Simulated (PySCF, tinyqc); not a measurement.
FCI on RHF in the sto-3g basis, frozen core, for HF, spin multiplicity 1, step by step. The lowest restricted solution is unstable here: a spin-polarised one lies 0.0282 hartree lower (PySCF). Computed by tinyqc, a small Python program that keeps every step (integrals from PySCF). Settings: charge = 0, multiplicity = 1, basis = sto-3g, method = RHF, frozen orbitals = 1, energy threshold = 1e-10, iteration cap = 50, orthogonalisation = symmetric, start = Wolfsberg-Helmholz matrix, DIIS depth = 6, ci = FCI. Command: `OMP_NUM_THREADS=1 python tinyqc.py 27668 27669 out.jsonl` (the two numbers bound the seeds that draw the settings). One thread of a shared host (Intel(R) Xeon(R) Processor @ 2.60GHz), about 0.1 s of CPU time with the checks. The early iterations of the SCF are left out here.

## One-electron integrals

Geometry (angstrom):
```
atom        x        y        z
F     0.00000  0.00000  0.00000
H     0.00000  0.00000  1.39200
```

Basis sto-3g: exponents (1/bohr^2) and contraction coefficients of normalised primitives:
```
element  l (shell)   exponent  coefficient
F            s (1)  166.67913      0.15433
F            s (1)   30.36081      0.53533
F            s (1)    8.21682      0.44463
F            s (2)    6.46480     -0.09997
F            s (2)    1.50228      0.39951
F            s (2)    0.48859      0.70012
F            p (3)    6.46480      0.15592
F            p (3)    1.50228      0.60768
F            p (3)    0.48859      0.39196
H            s (1)    3.42525      0.15433
H            s (1)    0.62391      0.53533
H            s (1)    0.16886      0.44463
```

Overlap, kinetic and nuclear-attraction integrals over the contracted functions; the nuclear repulsion is the sum of Za Zb / Rab.

nuclear repulsion = 3.4214044 hartree

overlap S, lower triangle:
```
          1F 1s    1F 2s   1F 2px   1F 2py   1F 2pz    2H 1s
1F 1s   1.00000
1F 2s   0.23799  1.00000
1F 2px  0.00000  0.00000  1.00000
1F 2py  0.00000  0.00000  0.00000  1.00000
1F 2pz  0.00000  0.00000  0.00000  0.00000  1.00000
2H 1s   0.01621  0.20033  0.00000  0.00000  0.18268  1.00000
```

kinetic energy T (hartree), lower triangle:
```
           1F 1s     1F 2s   1F 2px   1F 2py   1F 2pz    2H 1s
1F 1s   36.98458
1F 2s   -0.21286   1.03800
1F 2px   0.00000   0.00000  3.24801
1F 2py   0.00000   0.00000  0.00000  3.24801
1F 2pz   0.00000   0.00000  0.00000  0.00000  3.24801
2H 1s   -0.00522  -0.00652  0.00000  0.00000  0.03923  0.76003
```

nuclear attraction V (hartree), lower triangle:
```
            1F 1s      1F 2s     1F 2px     1F 2py     1F 2pz     2H 1s
1F 1s   -77.38974
1F 2s    -9.26728  -11.92131
1F 2px    0.00000    0.00000  -11.81626
1F 2py    0.00000    0.00000    0.00000  -11.81626
1F 2pz   -0.00653   -0.08166    0.00000    0.00000  -11.85413
2H 1s    -0.64636   -1.64187    0.00000    0.00000   -1.26122  -4.62615
```

core Hamiltonian H = T + V (hartree), lower triangle:
```
            1F 1s      1F 2s    1F 2px    1F 2py    1F 2pz     2H 1s
1F 1s   -40.40516
1F 2s    -9.48014  -10.88331
1F 2px    0.00000    0.00000  -8.56824
1F 2py    0.00000    0.00000   0.00000  -8.56824
1F 2pz   -0.00653   -0.08166   0.00000   0.00000  -8.60612
2H 1s    -0.65157   -1.64839   0.00000   0.00000  -1.22199  -3.86612
```

## Two-electron integrals

Functions are numbered as in S; the eight-fold symmetry (ij|kl) = (ji|kl) = (kl|ij) leaves the list below.

Two-electron integrals (ij|kl) in chemists' order, unique and non-zero (hartree):
```
(11|11) 5.40350   (21|11) 0.84192   (21|21) 0.15630   (22|11) 1.26803
(22|21) 0.29234   (22|22) 0.92617   (31|31) 0.02800   (32|31) 0.04317
(32|32) 0.20459   (33|11) 1.26450   (33|21) 0.29240   (33|22) 0.92596
(33|33) 0.99751   (41|41) 0.02800   (42|41) 0.04317   (42|42) 0.20459
(43|43) 0.05377   (44|11) 1.26450   (44|21) 0.29240   (44|22) 0.92596
(44|33) 0.88997   (44|44) 0.99751   (51|51) 0.02800   (52|51) 0.04317
(52|52) 0.20459   (53|53) 0.05377   (54|54) 0.05377   (55|11) 1.26450
(55|21) 0.29240   (55|22) 0.92596   (55|33) 0.88997   (55|44) 0.88997
(55|55) 0.99751   (61|11) 0.05802   (61|21) 0.01069   (61|22) 0.01990
(61|33) 0.01987   (61|44) 0.01987   (61|51) 0.00041   (61|52) 0.00077
(61|55) 0.01996   (61|61) 0.00074   (62|11) 0.16817   (62|21) 0.03938
(62|22) 0.14198   (62|33) 0.13987   (62|44) 0.13987   (62|51) 0.00262
(62|52) 0.02185   (62|55) 0.14605   (62|61) 0.00273   (62|62) 0.02842
(63|31) 0.00386   (63|32) 0.02390   (63|53) 0.00443   (63|63) 0.00397
(64|41) 0.00386   (64|42) 0.02390   (64|54) 0.00443   (64|64) 0.00397
(65|11) 0.12360   (65|21) 0.02929   (65|22) 0.11325   (65|33) 0.10870
(65|44) 0.10870   (65|51) 0.00552   (65|52) 0.03994   (65|55) 0.12221
(65|61) 0.00210   (65|62) 0.02798   (65|65) 0.03139   (66|11) 0.37765
(66|21) 0.08983   (66|22) 0.37443   (66|33) 0.36432   (66|44) 0.36432
(66|51) 0.00623   (66|52) 0.07466   (66|55) 0.39442   (66|61) 0.00625
(66|62) 0.10348   (66|65) 0.11981   (66|66) 0.77461
```

## Orthogonalisation

S = U s U^T; symmetric (Loewdin) form X = U s^(-1/2) U^T, so that X^T S X = 1.

eigenvalues of S: 0.67100  0.86272  1.00000  1.00000  1.12131  1.34497

X, lower triangle:
```
           1F 1s     1F 2s   1F 2px   1F 2py    1F 2pz    2H 1s
1F 1s    1.02244
1F 2s   -0.12544   1.03894
1F 2px   0.00000   0.00000  1.00000
1F 2py   0.00000   0.00000  0.00000  1.00000
1F 2pz  -0.00180   0.01490  0.00000  0.00000   1.01324
2H 1s    0.01091  -0.10745  0.00000  0.00000  -0.09584  1.02942
```

## Iteration 6 (converged): orbitals

converged F (hartree), lower triangle:
```
            1F 1s     1F 2s    1F 2px    1F 2py    1F 2pz     2H 1s
1F 1s   -25.92358
1F 2s    -6.62635  -3.01262
1F 2px    0.00000   0.00000  -0.46513
1F 2py    0.00000   0.00000   0.00000  -0.46513
1F 2pz   -0.01220  -0.00894   0.00000   0.00000  -0.18211
2H 1s    -0.46160  -0.48487   0.00000   0.00000  -0.36727  -0.21939
```

Diagonalise F' = X^T F X, C = X C', fill 5 alpha and 5 beta electrons from the bottom; D = 2 C_occ C_occ^T. Each column has its largest component positive (the first on a tie).

F' = X^T F X (hartree), lower triangle:
```
           1         2         3         4         5         6
1  -25.45668
2   -3.38636  -1.83838
3    0.00000   0.00000  -0.46513
4    0.00000   0.00000   0.00000  -0.46513
5   -0.02481   0.04334   0.00000   0.00000  -0.11704
6   -0.01581  -0.24080   0.00000   0.00000  -0.35440  -0.08729
```

orbital energies (hartree): MO1 -25.93273, MO2 -1.40504, MO3 -0.46513, MO4 -0.46513, MO5 -0.43957, MO6 0.27795

coefficients C:
```
             MO1       MO2      MO3       MO4       MO5       MO6
1F 1s    0.99504  -0.26057  0.00000   0.00000   0.03900   0.04142
1F 2s    0.02020   1.00992  0.00000   0.00000  -0.19689  -0.21862
1F 2px   0.00000   0.00000  0.98887  -0.14879   0.00000   0.00000
1F 2py   0.00000   0.00000  0.14879   0.98887   0.00000   0.00000
1F 2pz   0.00086   0.01183  0.00000   0.00000   0.68642  -0.75150
2H 1s   -0.00225   0.07792  0.00000   0.00000   0.62031   0.83048
```

D after iteration 6, lower triangle:
```
           1F 1s     1F 2s   1F 2px   1F 2py   1F 2pz    2H 1s
1F 1s    2.11905
1F 2s   -0.50146   2.11823
1F 2px   0.00000   0.00000  2.00000
1F 2py   0.00000   0.00000  0.00000  2.00000
1F 2pz   0.04908  -0.24637  0.00000  0.00000  0.94263
2H 1s    0.00328  -0.08696  0.00000  0.00000  0.85342  0.78171
```

Within a degenerate level the vectors are fixed only up to a rotation; this is one choice.

## Convergence

Stop when the energy changes by less than 1e-10 hartree and every element of the error matrix X^T (F D S - S D F) X is below 3e-06.

Course of the cycle:
```
iteration  E (hartree)     change  largest element of the error matrix
1          -98.0835216          -                             4.22e-01
2          -98.4495830  -3.66e-01                             9.37e-02
3          -98.4548502  -5.27e-03                             5.86e-03
4          -98.4548985  -4.83e-05                             9.63e-04
5          -98.4548992  -7.35e-07                             7.54e-06
6          -98.4548992  -4.33e-11                             9.90e-08
```

PySCF RHF in the same basis = -98.4548992 hartree

Converged in 6 iterations.

## Integrals over molecular orbitals

(pq|rs) = sum C_ip C_jq C_kr C_ls (ij|kl), one index at a time.

one-electron integrals over orbitals h = C^T H C (hartree), lower triangle:
```
           1         2         3         4         5         6
1  -40.38808
2    0.72784  -9.11603
3    0.00000   0.00000  -8.56824
4    0.00000   0.00000   0.00000  -8.56824
5   -0.10225   0.42454   0.00000   0.00000  -6.52811
6   -0.11360   0.63362   0.00000   0.00000   2.40060  -5.89193
```

Two-electron integrals over orbitals (pq|rs), unique and non-zero (hartree); the lowest 1 orbital is frozen and left out:
```
(22|22) 0.88063    (32|32) 0.19149    (33|22) 0.90013    (33|33) 0.99751
(42|42) 0.19149    (43|43) 0.05377    (44|22) 0.90013    (44|33) 0.88997
(44|44) 0.99751    (52|22) -0.04479   (52|33) -0.05668   (52|44) -0.05668
(52|52) 0.12472    (53|32) -0.02216   (53|53) 0.03229    (54|42) -0.02216
(54|54) 0.03229    (55|22) 0.66633    (55|33) 0.65221    (55|44) 0.65221
(55|52) -0.00732   (55|55) 0.64790    (62|22) -0.06797   (62|33) -0.06815
(62|44) -0.06815   (62|52) -0.08443   (62|55) -0.01945   (62|62) 0.09129
(63|32) -0.02283   (63|53) -0.02403   (63|63) 0.02821    (64|42) -0.02283
(64|54) -0.02403   (64|64) 0.02821    (65|22) -0.26071   (65|33) -0.26377
(65|44) -0.26377   (65|52) 0.06905    (65|55) -0.08515   (65|62) 0.02821
(65|65) 0.25097    (66|22) 0.62319    (66|33) 0.60990    (66|44) 0.60990
(66|52) 0.03706    (66|55) 0.63277    (66|62) -0.04670   (66|65) -0.02996
(66|66) 0.65440
```

## FCI: determinants and Hamiltonian

one-electron integrals dressed by the frozen orbital, h + 2 (pq|11) - (p1|1q) (hartree), lower triangle:
```
          2         3         4         5         6
2  -6.71113
3   0.00000  -6.06970
4   0.00000   0.00000  -6.06970
5   0.23452   0.00000   0.00000  -4.83965
6   0.40285   0.00000   0.00000   1.52917  -4.27488
```

energy of the frozen orbital, 2 h_11 + (11|11) = -75.4112456 hartree

Hartree-Fock energy = -98.4548992 hartree

Slater-Condon rules over spin orbitals, with the nuclear repulsion and the energy of the frozen orbital added and E(HF) subtracted on the diagonal. Only determinants linked to the reference directly or through others are kept (one block of an abelian symmetry group), so some states are absent.

Occupation strings over the orbitals (2 doubly, a alpha, b beta, 0 empty; spin orbitals ordered 1a 1b 2a 2b ...): 222220 2222ab 2a222b 2222ba 2b222a 222202 2a22b2 222022 220222 2b22a2 202222

H - E(HF) between determinants (hartree), lower triangle:
```
          222220    2222ab    2a222b    2222ba    2b222a    222202    2a22b2    222022
222220   0.00000
2222ab   0.00000   0.33572
2a222b   0.00000  -0.00884   1.15110
2222ba   0.00000  -0.25097  -0.02821   0.33572
2b222a   0.00000  -0.02821  -0.09129  -0.00884   1.15110
222202   0.25097   0.05519  -0.06905  -0.05519   0.06905   0.70820
2a22b2  -0.02821   0.06905  -0.23075  -0.02725   0.08443   0.05322   1.55159
222022   0.02821   0.02403   0.02283  -0.02403  -0.02283   0.03229   0.02216   0.75488
220222   0.02821   0.02403   0.02283  -0.02403  -0.02283   0.03229   0.02216   0.05377
2b22a2   0.02821  -0.02725   0.08443   0.06905  -0.23075  -0.05322  -0.12472  -0.02216
202222   0.09129   0.08443   0.02127  -0.08443  -0.02127   0.12472   0.09069   0.19149

          220222    2b22a2   202222
220222   0.75488
2b22a2  -0.02216   1.55159
202222   0.19149  -0.09069  2.59085
```

## FCI: roots

Diagonalise (each vector has its largest component positive (the first on a tie)); all determinants have Ms = 0, so triplets appear too. The lowest singlet root is the correlation energy.

lowest roots of this matrix, relative to E(HF) (hartree): -0.08466  0.08235  0.54854  0.70111  0.72414  0.81730  1.00910  1.09308

lowest vectors:
```
          root 1    root 2    root 3    root 4
222220   0.95056   0.00000  -0.12001   0.00000
2222ab   0.02568   0.70644   0.66921   0.00000
2a222b  -0.00998   0.02388  -0.07062   0.00000
2222ba  -0.02568   0.70644  -0.66921   0.00000
2b222a   0.00998   0.02388   0.07062   0.00000
222202  -0.30491   0.00000  -0.26064   0.00000
2a22b2   0.02265  -0.01936  -0.06444   0.00000
222022  -0.01697   0.00000  -0.04073   0.70711
220222  -0.01697   0.00000  -0.04073  -0.70711
2b22a2  -0.02265  -0.01936   0.06444   0.00000
202222  -0.01879   0.00000  -0.01922   0.00000
```

<S^2> of these roots: 0.00000  2.00000  0.00000  0.00000  0.00000  0.00000  2.00000  0.00000

weight of the ground state by excitation level 0, 1, 2, ...: 0.90356  0.00152  0.09492
